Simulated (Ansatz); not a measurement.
HOF (hypofluorous acid): entropy by statistical mechanics

A singlet with charge 0, relaxed at HF/cc-pVTZ (Ansatz 0.2.0):

```xyz
3

O     0.4124   -0.1996    0.2074
F    -0.2121    0.9935   -0.0078
H    -0.2004   -0.7939   -0.1996
```

Harmonic wavenumbers in cm⁻¹: 1184, 1593, 4106.

Masses in u: O 15.999, F 18.998, H 1.008. Take T = 298.15 K, p = 1 bar, R = 8.3145 J/(mol K), kT/hc = 207.22 cm⁻¹, rigid rotor and harmonic oscillator.

Q: Compute the standard molar entropy.

A: 
1. Translation (Sackur–Tetrode): S = R[3/2 ln M + 5/2 ln T − 1.1517] with M = 36.005 gives 153.5 J/(mol K).
2. Rotation: principal moments 0.803, 17.016, 17.820 u Å² give A, B, C = 20.9861, 0.9907, 0.946 cm⁻¹; the symmetry number is σ = 1; q = (√π/σ)√((kT/hc)³/ABC) = 1192; S = R(ln q + 3/2) = 71.4.
3. Vibration: with u = ν̃/207.22, each mode gives R[u/(eᵘ − 1) − ln(1 − e⁻ᵘ)]; the sum is 0.2, most from 1184 cm⁻¹ (0.2).
4. Spin: R ln 1 = 0.0.
5. Sum: 153.5 + 71.4 + 0.2 + 0.0 = 225.1 J/(mol K).

No measured value is set beside it here. Unscaled Hartree–Fock wavenumbers run high.
